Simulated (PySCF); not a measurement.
# PF₃: core binding energies at several levels of theory, part 3 of 3

PySCF 2.14.0. Atoms count from 0. Earlier steps stand in the parts before.

## (13) X-ray photoelectron lines: SCAN, X2C

What the job is given:

```
{"job": {"kind": "xps", "basis": "def2-TZVP"}, "charge": 0, "multiplicity": 1}
F     -0.826552    -1.064937    -0.378049
P      0.017653    -0.107084     0.579081
F      1.378947    -0.138172    -0.253245
F     -0.532052     1.282202     0.017144
```

With the program's defaults for keys left out, this is: delta-SCF UKS SCAN, def2-TZVP on the ionised atom, pcseg-1 elsewhere, spin-free X2C.

What it wrote:

```text
ground state, core basis on atom 0 (F), 77 functions
  cycle   1  E = -641.78667146  |g| = 8.17e-01
  cycle   2  E = -641.46506055  |g| = 1.64e+00
  cycle   3  E = -641.89450621  |g| = 7.07e-02
  cycle   4  E = -641.89451876  |g| = 7.71e-02
  cycle   5  E = -641.89543720  |g| = 8.38e-03
  cycle   6  E = -641.89545078  |g| = 1.69e-03
  cycle   7  E = -641.89545254  |g| = 1.05e-03
  cycle   8  E = -641.89545185  |g| = 3.23e-04
  E(ground) = -641.90762155 Eh
hole in F 1s of atom 0
  cycle   1  E = -615.49632525  |g| = 2.46e+00
  cycle   2  E = -615.38074043  |g| = 1.91e+00
  cycle   3  E = -616.25354440  |g| = 5.55e-01
  cycle   4  E = -616.28959792  |g| = 4.55e-01
  cycle   5  E = -616.35923129  |g| = 5.83e-02
  cycle   6  E = -616.36060727  |g| = 1.15e-02
  cycle   7  E = -616.36069518  |g| = 2.34e-03
  cycle   8  E = -616.36069345  |g| = 2.16e-03
  cycle   9  E = -616.36069709  |g| = 7.13e-04
  cycle  10  E = -616.36069637  |g| = 1.42e-04
  E(ion) = -616.38079971 Eh   <S^2> = 0.7568   hole on atom = 1.000   binding energy = 694.620 eV
ground state, core basis on atom 1 (P), 79 functions
  cycle   1  E = -641.90672380  |g| = 1.37e-01
  cycle   2  E = -641.90004368  |g| = 2.44e-01
  cycle   3  E = -641.90957830  |g| = 1.60e-02
  cycle   4  E = -641.90961653  |g| = 7.20e-03
  cycle   5  E = -641.90962501  |g| = 2.47e-03
  cycle   6  E = -641.90962490  |g| = 2.47e-04
  E(ground) = -641.88572989 Eh
hole in P 1s of atom 1
  cycle   1  E = -561.56750763  |g| = 3.19e+00
  cycle   2  E = -561.20402499  |g| = 2.20e+00
  cycle   3  E = -561.58891981  |g| = 1.54e+00
  cycle   4  E = -562.50201096  |g| = 1.91e-01
  cycle   5  E = -562.51083313  |g| = 6.76e-02
  cycle   6  E = -562.51278680  |g| = 7.84e-03
  cycle   7  E = -562.51278735  |g| = 8.07e-03
  cycle   8  E = -562.51280884  |g| = 2.16e-03
  cycle   9  E = -562.51281241  |g| = 4.17e-04
  E(ion) = -562.49638445 Eh   <S^2> = 0.7514   hole on atom = 1.000   binding energy = 2160.294 eV
hole in P 2p of atom 1
  cycle   1  E = -636.33827209  |g| = 1.32e+00
  cycle   2  E = -635.93521099  |g| = 1.49e+00
  cycle   3  E = -636.44162508  |g| = 7.93e-01
  cycle   4  E = -636.66165590  |g| = 6.89e-02
  cycle   5  E = -636.66291631  |g| = 2.39e-02
  cycle   6  E = -636.66315582  |g| = 4.22e-03
  cycle   7  E = -636.66314614  |g| = 6.59e-03
  cycle   8  E = -636.66316196  |g| = 7.80e-04
  cycle   9  E = -636.66316271  |g| = 1.96e-04
  E(ion) = -636.65505946 Eh   <S^2> = 0.7523   hole on atom = 1.002   binding energy = 142.334 eV
  2p3/2 = 142.204 eV   2p1/2 = 143.099 eV
```

Wall time 3.7 s (1 thread of Arm Neoverse V1, shared host); peak memory 0.39 GiB.

Binding energies by hole, beside the orbital energy of the ground state; the difference holds orbital relaxation and, for a density functional, its self-interaction error:

```csv
hole,stands for,environment,ΔSCF (eV; 2p as the shell's mean),−ε (eV),⟨S²⟩,measured (eV)
F1s on F0,"F0, F2, F3",fluorine bonded to P,694.62,668.0,0.757,694.09
P1s on P1,P1,phosphorus bonded to 3 F,2160.29,2098.2,0.751,2156.40
P2p on P1,P1,phosphorus bonded to 3 F,142.50,129.8,0.752,–
```

Measured: gas; Zheng, Zhang, Jin, Southworth, Cheng, Phys. Chem. Chem. Phys. 2022, 24, 13587; gas; Beach, A photoelectron spectroscopic study of bonding in inorganic and organometallic compounds, PhD thesis, LBL 1985.

Each hole run stands for the others of its class of like atoms.

With the spin-orbit splitting: P1 2p3/2 142.20, 2p1/2 143.10 eV. The table gives each 2p level as the mean over the whole 2p shell (two parts 2p3/2, one part 2p1/2), which differs a little from the single hole in the log.

## (14) Core-electron binding energies: SCAN, X2C

What the job is given:

```
{"job": {"kind": "xps", "basis": "unc-def2-TZVP"}, "charge": 0, "multiplicity": 1}
F     -0.826552    -1.064937    -0.378049
P      0.017653    -0.107084     0.579081
F      1.378947    -0.138172    -0.253245
F     -0.532052     1.282202     0.017144
```

With the program's defaults for keys left out, this is: delta-SCF UKS SCAN, unc-def2-TZVP on the ionised atom, pcseg-1 elsewhere, spin-free X2C.

What it wrote:

```text
ground state, core basis on atom 0 (F), 92 functions
  cycle   1  E = -641.79305359  |g| = 8.29e-01
  cycle   2  E = -641.46621456  |g| = 1.67e+00
  cycle   3  E = -641.90201875  |g| = 7.48e-02
  cycle   4  E = -641.90201593  |g| = 8.22e-02
  cycle   5  E = -641.90302462  |g| = 8.91e-03
  cycle   6  E = -641.90303735  |g| = 1.91e-03
  cycle   7  E = -641.90303851  |g| = 1.15e-03
  cycle   8  E = -641.90303922  |g| = 3.71e-04
  E(ground) = -641.91519262 Eh
hole in F 1s of atom 0
  cycle   1  E = -615.50376558  |g| = 2.58e+00
  cycle   2  E = -615.35764317  |g| = 2.19e+00
  cycle   3  E = -616.31315488  |g| = 5.00e-01
  cycle   4  E = -616.31157060  |g| = 4.93e-01
  cycle   5  E = -616.39429155  |g| = 4.90e-02
  cycle   6  E = -616.39526192  |g| = 1.41e-02
  cycle   7  E = -616.39537928  |g| = 2.35e-03
  cycle   8  E = -616.39538064  |g| = 1.31e-03
  cycle   9  E = -616.39538218  |g| = 9.63e-04
  cycle  10  E = -616.39538331  |g| = 1.76e-04
  E(ion) = -616.41513080 Eh   <S^2> = 0.7576   hole on atom = 1.000   binding energy = 693.892 eV
ground state, core basis on atom 1 (P), 105 functions
  cycle   1  E = -642.00002453  |g| = 2.54e-01
  cycle   2  E = -641.99364333  |g| = 2.42e-01
  cycle   3  E = -642.00023584  |g| = 1.27e-01
  cycle   4  E = -642.00281593  |g| = 1.99e-02
  cycle   5  E = -642.00287053  |g| = 7.58e-03
  cycle   6  E = -642.00288048  |g| = 5.18e-04
  cycle   7  E = -642.00287851  |g| = 2.19e-04
  E(ground) = -641.97756516 Eh
hole in P 1s of atom 1
  cycle   1  E = -561.68483480  |g| = 4.71e+00
  cycle   2  E = -561.33761152  |g| = 2.58e+00
  cycle   3  E = -561.55954614  |g| = 1.75e+00
  cycle   4  E = -562.72776739  |g| = 3.52e-01
  cycle   5  E = -562.75923458  |g| = 9.10e-02
  cycle   6  E = -562.76226568  |g| = 1.34e-02
  cycle   7  E = -562.76230832  |g| = 8.61e-03
  cycle   8  E = -562.76232179  |g| = 5.81e-03
  cycle   9  E = -562.76233426  |g| = 9.02e-04
  cycle  10  E = -562.76233358  |g| = 9.83e-05
  E(ion) = -562.74394904 Eh   <S^2> = 0.7515   hole on atom = 1.000   binding energy = 2156.057 eV
hole in P 2p of atom 1
  cycle   1  E = -636.43749253  |g| = 1.38e+00
  cycle   2  E = -636.02148556  |g| = 1.58e+00
  cycle   3  E = -636.54902531  |g| = 7.98e-01
  cycle   4  E = -636.76994597  |g| = 8.97e-02
  cycle   5  E = -636.77161297  |g| = 3.06e-02
  cycle   6  E = -636.77198312  |g| = 5.34e-03
  cycle   7  E = -636.77197616  |g| = 6.85e-03
  cycle   8  E = -636.77199305  |g| = 1.27e-03
  cycle   9  E = -636.77199443  |g| = 3.52e-04
  E(ion) = -636.76123339 Eh   <S^2> = 0.7526   hole on atom = 1.002   binding energy = 141.944 eV
  2p3/2 = 141.802 eV   2p1/2 = 142.711 eV
```

Run time: 4.7 s. Hardware: 1 thread of Arm Neoverse V1, shared host; peak memory 0.39 GiB.

The holes in one table. −ε is the ground-state orbital energy:

```csv
hole,stands for,environment,ΔSCF (eV; 2p as the shell's mean),−ε (eV),⟨S²⟩,measured (eV)
F1s on F0,"F0, F2, F3",fluorine bonded to P,693.89,668.0,0.758,694.09
P1s on P1,P1,phosphorus bonded to 3 F,2156.06,2097.1,0.752,2156.40
P2p on P1,P1,phosphorus bonded to 3 F,142.11,129.6,0.753,–
```

Measured: gas; Zheng, Zhang, Jin, Southworth, Cheng, Phys. Chem. Chem. Phys. 2022, 24, 13587; gas; Beach, A photoelectron spectroscopic study of bonding in inorganic and organometallic compounds, PhD thesis, LBL 1985.

Each hole run stands for the others of its class of like atoms.

With the spin-orbit splitting: P1 2p3/2 141.80, 2p1/2 142.71 eV. The table gives each 2p level as the mean over the whole 2p shell (two parts 2p3/2, one part 2p1/2), which differs a little from the single hole in the log.

## (15) Core holes by ΔSCF: SCAN, non-relativistic

What the job is given:

```
{"job": {"kind": "xps", "x2c": false}, "charge": 0, "multiplicity": 1}
F     -0.826552    -1.064937    -0.378049
P      0.017653    -0.107084     0.579081
F      1.378947    -0.138172    -0.253245
F     -0.532052     1.282202     0.017144
```

Level: delta-SCF UKS SCAN, pcX-2 on the ionised atom, pcseg-1 elsewhere, non-relativistic.

What it wrote:

```text
ground state, core basis on atom 0 (F), 91 functions
  cycle   1  E = -640.80124901  |g| = 8.17e-01
  cycle   2  E = -640.48835676  |g| = 1.63e+00
  cycle   3  E = -640.90756560  |g| = 7.06e-02
  cycle   4  E = -640.90746881  |g| = 8.15e-02
  cycle   5  E = -640.90846026  |g| = 9.18e-03
  cycle   6  E = -640.90847502  |g| = 2.04e-03
  cycle   7  E = -640.90847393  |g| = 1.05e-03
  cycle   8  E = -640.90847383  |g| = 3.91e-04
  E(ground) = -640.92120168 Eh
hole in F 1s of atom 0
  cycle   1  E = -614.53506855  |g| = 2.58e+00
  cycle   2  E = -614.38689097  |g| = 2.19e+00
  cycle   3  E = -615.34407445  |g| = 4.96e-01
  cycle   4  E = -615.34271186  |g| = 4.89e-01
  cycle   5  E = -615.42394017  |g| = 4.87e-02
  cycle   6  E = -615.42488437  |g| = 1.43e-02
  cycle   7  E = -615.42500543  |g| = 2.35e-03
  cycle   8  E = -615.42500951  |g| = 1.00e-03
  cycle   9  E = -615.42500982  |g| = 9.28e-04
  cycle  10  E = -615.42500928  |g| = 1.92e-04
  E(ion) = -615.44501749 Eh   <S^2> = 0.7576   hole on atom = 1.000   binding energy = 693.242 eV
ground state, core basis on atom 1 (P), 102 functions
  cycle   1  E = -640.92992827  |g| = 1.06e-01
  cycle   2  E = -640.92618198  |g| = 1.85e-01
  cycle   3  E = -640.93163494  |g| = 1.65e-02
  cycle   4  E = -640.93167248  |g| = 6.94e-03
  cycle   5  E = -640.93167737  |g| = 3.33e-03
  cycle   6  E = -640.93167990  |g| = 3.69e-04
  E(ground) = -640.90803309 Eh
hole in P 1s of atom 1
  cycle   1  E = -560.83894386  |g| = 4.67e+00
  cycle   2  E = -560.50900364  |g| = 2.55e+00
  cycle   3  E = -560.74629579  |g| = 1.73e+00
  cycle   4  E = -561.87631126  |g| = 3.33e-01
  cycle   5  E = -561.90415414  |g| = 9.06e-02
  cycle   6  E = -561.90722709  |g| = 1.22e-02
  cycle   7  E = -561.90725640  |g| = 7.88e-03
  cycle   8  E = -561.90726816  |g| = 5.28e-03
  cycle   9  E = -561.90727739  |g| = 8.25e-04
  cycle  10  E = -561.90727816  |g| = 8.56e-05
  E(ion) = -561.88937108 Eh   <S^2> = 0.7515   hole on atom = 1.000   binding energy = 2150.207 eV
hole in P 2p of atom 1
  cycle   1  E = -635.36842252  |g| = 1.37e+00
  cycle   2  E = -634.96108102  |g| = 1.56e+00
  cycle   3  E = -635.48945685  |g| = 7.75e-01
  cycle   4  E = -635.69788256  |g| = 8.27e-02
  cycle   5  E = -635.69931910  |g| = 2.91e-02
  cycle   6  E = -635.69965401  |g| = 5.15e-03
  cycle   7  E = -635.69964618  |g| = 6.97e-03
  cycle   8  E = -635.69966422  |g| = 1.18e-03
  cycle   9  E = -635.69966421  |g| = 3.42e-04
  E(ion) = -635.69078512 Eh   <S^2> = 0.7525   hole on atom = 1.002   binding energy = 141.969 eV
  2p3/2 = 141.831 eV   2p1/2 = 142.732 eV
```

Wall time 4.3 s (1 thread of Arm Neoverse V1, shared host); peak memory 0.39 GiB.

The holes in one table. −ε is the ground-state orbital energy:

```csv
hole,stands for,environment,ΔSCF (eV; 2p as the shell's mean),−ε (eV),⟨S²⟩,measured (eV)
F1s on F0,"F0, F2, F3",fluorine bonded to P,693.24,667.3,0.758,694.09
P1s on P1,P1,phosphorus bonded to 3 F,2150.21,2091.4,0.752,2156.40
P2p on P1,P1,phosphorus bonded to 3 F,142.13,129.6,0.753,–
```

Measured: gas; Zheng, Zhang, Jin, Southworth, Cheng, Phys. Chem. Chem. Phys. 2022, 24, 13587; gas; Beach, A photoelectron spectroscopic study of bonding in inorganic and organometallic compounds, PhD thesis, LBL 1985.

Each hole run stands for the others of its class of like atoms.

With the spin-orbit splitting: P1 2p3/2 141.83, 2p1/2 142.73 eV. The table gives each 2p level as the mean over the whole 2p shell (two parts 2p3/2, one part 2p1/2), which differs a little from the single hole in the log.

## (16) Outcome

This closing draws on all 3 parts.

```
                                          quantity                 value
                                       point group                   C3v
              rotational constants (main isotopes)  7.52, 7.51, 4.63 GHz
                  F1s binding energies, SCAN/pcX-2          F0 693.87 eV
                  P1s binding energies, SCAN/pcX-2         P1 2156.05 eV
                  P2p binding energies, SCAN/pcX-2          P1 142.08 eV
                F1s binding energies, r2SCAN/pcX-2          F0 693.76 eV
                P1s binding energies, r2SCAN/pcX-2         P1 2155.63 eV
                P2p binding energies, r2SCAN/pcX-2          P1 142.03 eV
                 F1s binding energies, B3LYP/pcX-2          F0 693.51 eV
                 P1s binding energies, B3LYP/pcX-2         P1 2154.49 eV
                 P2p binding energies, B3LYP/pcX-2          P1 142.02 eV
                  F1s binding energies, PBE0/pcX-2          F0 692.94 eV
                  P1s binding energies, PBE0/pcX-2         P1 2153.73 eV
                  P2p binding energies, PBE0/pcX-2          P1 141.74 eV
                   F1s binding energies, PBE/pcX-2          F0 692.58 eV
                   P1s binding energies, PBE/pcX-2         P1 2151.96 eV
                   P2p binding energies, PBE/pcX-2          P1 140.94 eV
                  F1s binding energies, TPSS/pcX-2          F0 693.65 eV
                  P1s binding energies, TPSS/pcX-2         P1 2154.51 eV
                  P2p binding energies, TPSS/pcX-2          P1 141.10 eV
                    F1s binding energies, HF/pcX-2          F0 693.20 eV
                    P1s binding energies, HF/pcX-2         P1 2158.20 eV
                    P2p binding energies, HF/pcX-2          P1 142.49 eV
             F1s binding energies, CAM-B3LYP/pcX-2          F0 693.70 eV
             P1s binding energies, CAM-B3LYP/pcX-2         P1 2155.12 eV
             P2p binding energies, CAM-B3LYP/pcX-2          P1 142.09 eV
                  F1s binding energies, SCAN/pcX-1          F0 694.06 eV
                  P1s binding energies, SCAN/pcX-1         P1 2156.38 eV
                  P2p binding energies, SCAN/pcX-1          P1 142.57 eV
               F1s binding energies, SCAN/cc-pCVTZ          F0 693.97 eV
               P1s binding energies, SCAN/cc-pCVTZ         P1 2155.38 eV
               P2p binding energies, SCAN/cc-pCVTZ          P1 142.11 eV
              F1s binding energies, SCAN/def2-TZVP          F0 694.62 eV
              P1s binding energies, SCAN/def2-TZVP         P1 2160.29 eV
              P2p binding energies, SCAN/def2-TZVP          P1 142.50 eV
          F1s binding energies, SCAN/unc-def2-TZVP          F0 693.89 eV
          P1s binding energies, SCAN/unc-def2-TZVP         P1 2156.06 eV
          P2p binding energies, SCAN/unc-def2-TZVP          P1 142.11 eV
F1s binding energies, SCAN/pcX-2, non-relativistic          F0 693.24 eV
P1s binding energies, SCAN/pcX-2, non-relativistic         P1 2150.21 eV
P2p binding energies, SCAN/pcX-2, non-relativistic          P1 142.13 eV
```

In words: Single values in the summary come from the first run of each kind that ended normally (SCAN/pcX-2), which need not be the best level. Relaxing lowered the energy by 0.085 eV in 4 steps; the close pair that moved most is P1–F2, from 1.589 to 1.596 Å. At SCAN/pcX-2, against 2 measured binding energies, the mean signed error is -0.29 eV. At r2SCAN/pcX-2, against 2 measured binding energies, the mean signed error is -0.55 eV. At B3LYP/pcX-2, against 2 measured binding energies, the mean signed error is -1.24 eV. At PBE/pcX-2, against 2 measured binding energies, the mean signed error is -2.97 eV. At TPSS/pcX-2, against 2 measured binding energies, the mean signed error is -1.17 eV. At HF/pcX-2, against 2 measured binding energies, the mean signed error is +0.46 eV. At CAM-B3LYP/pcX-2, against 2 measured binding energies, the mean signed error is -0.83 eV. At SCAN/pcX-1, against 2 measured binding energies, the mean signed error is -0.02 eV. At SCAN/def2-TZVP, against 2 measured binding energies, the mean signed error is +2.21 eV. At SCAN/unc-def2-TZVP, against 2 measured binding energies, the mean signed error is -0.27 eV. At SCAN/pcX-2, non-relativistic, against 2 measured binding energies, the mean signed error is -3.52 eV.
